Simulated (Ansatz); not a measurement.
Tetradymite Bi₂Te₃, treated with r²SCAN+rVV10 (Ansatz, a program for electronic structure, plane waves, PAW).

Total energies, extrapolated to zero smearing (they compare only within this program, potentials and cutoff):

```tsv
system	energy (eV/atom)
tetradymite Bi₂Te₃, relaxed	-9159.0532
rhombohedral A7 Bi	-12407.7365
trigonal Te	-6992.8138
```

Work out the enthalpy of formation per atom.

ΔH_f ≈ ΔE = -9159.0532 − [2 × (-12407.7365) + 3 × (-6992.8138)]/5 = -0.270 eV/atom (0 K, no vibrations). The reference value is -0.163 ± 0.004 eV/atom (measured, 298 K, copied from a table, unchecked, not corrected to a static lattice; as tabulated in Wang et al. (2021), doi:10.1038/s41598-021-94550-5), a difference of -0.107 eV/atom.

Spin–orbit coupling is left out; its size isn't shown.

The PAW data were made under PBE.
